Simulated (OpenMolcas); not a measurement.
**KT2/cc-pCVDZ run of BCl (SMILES [B]Cl)**

Aim: the vertical ionisation energy of BCl at KT2/cc-pCVDZ, from 2 runs. 

Program for the calculation: OpenMolcas 26.06.

## Step 1: The system as given

BCl: 2 atoms, total charge 0, spin state singlet. SMILES: `[B]Cl`. Geometry: relaxed at PBE0-D4/def2-TZVP.

Bond lengths: B1–Cl2 1.718 Å.

## Step 2: Energy and forces at KT2/cc-pCVDZ

job.inp

```
* BCl Kohn-Sham DFT

&gateway
 baslib
 $CurrDir
 coord
 2
 angstrom
 B        0.000000       0.000000      -0.069660
 Cl       0.000000       0.000000       1.648190
 basis
 cc-pCVDZ
 group
 NoSym

&seward

&scf
 ksdft
 KT2
 prorbitals
 1 1

&alaska
```

The basis set cc-pCVDZ is read from a file made from the Basis Set Exchange's data (not shown).

The run is started by

```
$ export MOLCAS_MEM=1860
$ pymolcas job.inp > job.log
```

What it wrote, cut to the lines that bear on the results:

```text
--- Start Module: gateway ---
[...]
--- Stop Module: gateway /rc=_RC_ALL_IS_WELL_ ---
[...]
      Basis functions           45
[...]
--- Start Module: scf ---
[...]
       Convergence after  10 Iterations
[...]
::    Total KS-DFT energy                            -488.9171876451
[...]
      Total spin, S                                     0.0000000000
[...]
      Total electronic charge=   22.000000
      Total            charge=   -0.000000
[...]
      Dipole Moment (debye):
      Origin of the operator (angstrom)=    0.0000    0.0000    1.2369
                   X=  4.3100E-15               Y= -7.1460E-15               Z=  1.4664E+00           Total=  1.4664E+00
      Quadrupole Moment (debye*angstrom):
[...]
--- Stop Module: scf /rc=_RC_ALL_IS_WELL_ ---
[...]
--- Start Module: alaska ---
[...]
 *              Molecular gradients               *
 **************************************************
  Irreducible representation: a
 ------------------------------------------------------------------------------------------
                              X                       Y                       Z
 ------------------------------------------------------------------------------------------
  B1               -2.83945960038631E-16    7.49730381713797E-16    1.34887098453813E-02
  CL2               2.71696222495001E-16   -7.56113622004308E-16   -1.34887098453813E-02
 ------------------------------------------------------------------------------------------
--- Stop Module: alaska /rc=_RC_ALL_IS_WELL_ ---
[...]
```

It took 3 s on 1 thread of Arm Neoverse V1, shared host; peak memory 0.38 GiB.

## Step 3: The doublet cation, same level

job.input

```
* BCl Kohn-Sham DFT

&GATEWAY
 BasLib=$CurrDir
 Coord
 2
 angstrom
 B        0.000000       0.000000      -0.069660
 Cl       0.000000       0.000000       1.648190
 Basis=cc-pCVDZ
 Group=NoSym

&SEWARD

&SCF
 UHF
 Charge=1
 Spin=2
 KSDFT=KT2
 PrOrbitals=1 1

&ALASKA
```

The basis set cc-pCVDZ is read from a file made from the Basis Set Exchange's data (not shown).

The run is started by

```
$ export MOLCAS_MEM=1860
$ pymolcas job.input > job.log
```

What it wrote, cut to the lines that bear on the results:

```text
--- Start Module: gateway ---
[...]
--- Stop Module: gateway /rc=_RC_ALL_IS_WELL_ ---
[...]
      Basis functions           45
[...]
--- Start Module: scf ---
[...]
       Convergence after  16 Iterations
[...]
::    Total KS-DFT energy                            -488.5561875298
[...]
      Total spin, S                                     0.5088403084
[...]
      Total electronic charge=   21.000000
      Total            charge=    1.000000
[...]
      Dipole Moment (debye):
      Origin of the operator (angstrom)=    0.0000    0.0000    1.2369
                   X=  9.6312E-16               Y=  1.3145E-15               Z= -3.4253E+00           Total=  3.4253E+00
      Center of Charge (angstrom)
[...]
--- Stop Module: scf /rc=_RC_ALL_IS_WELL_ ---
[...]
--- Start Module: alaska ---
[...]
 *              Molecular gradients               *
 **************************************************
  Irreducible representation: a
 ------------------------------------------------------------------------------------------
                              X                       Y                       Z
 ------------------------------------------------------------------------------------------
  B1               -2.70202391884350E-16    2.57081804098570E-16   -5.80743415698137E-02
  CL2               2.65858805276470E-16   -2.58819917360699E-16    5.80743415698102E-02
 ------------------------------------------------------------------------------------------
--- Stop Module: alaska /rc=_RC_ALL_IS_WELL_ ---
[...]
```

Run time: 4.5 s. Hardware: 1 thread of Arm Neoverse V1, shared host; peak memory 0.38 GiB.

## Step 4: Summary of results

At KT2/cc-pCVDZ:

| quantity | value |
| --- | --- |
| singlet BCl: total energy | -488.91719 Eh |
| singlet BCl: dipole moment | 1.47 D |
| singlet BCl: HOMO energy | -6.21 eV |
| singlet BCl: LUMO energy | -2.59 eV |
| singlet BCl: HOMO–LUMO gap | 3.62 eV |
| singlet BCl: largest force on an atom | 0.694 eV/Å |
| doublet cation: total energy | -488.55619 Eh |
| doublet cation: HOMO energy (highest over α and β) | -16.49 eV |
| doublet cation: LUMO energy (lowest over α and β) | -12.85 eV |
| doublet cation: ⟨S²⟩ | 0.768 |
| doublet cation: largest force on an atom | 2.986 eV/Å |
| vertical ionisation energy (to the doublet cation) | 9.823 eV |

In words: The vertical ionisation energy comes to 9.82 eV (227 kcal/mol). The largest force (singlet BCl) is 0.69 eV/Å: the shape isn't a stationary point for this species at this level. The negative HOMO energy of the first species, 6.21 eV, lies 3.61 eV below that difference.
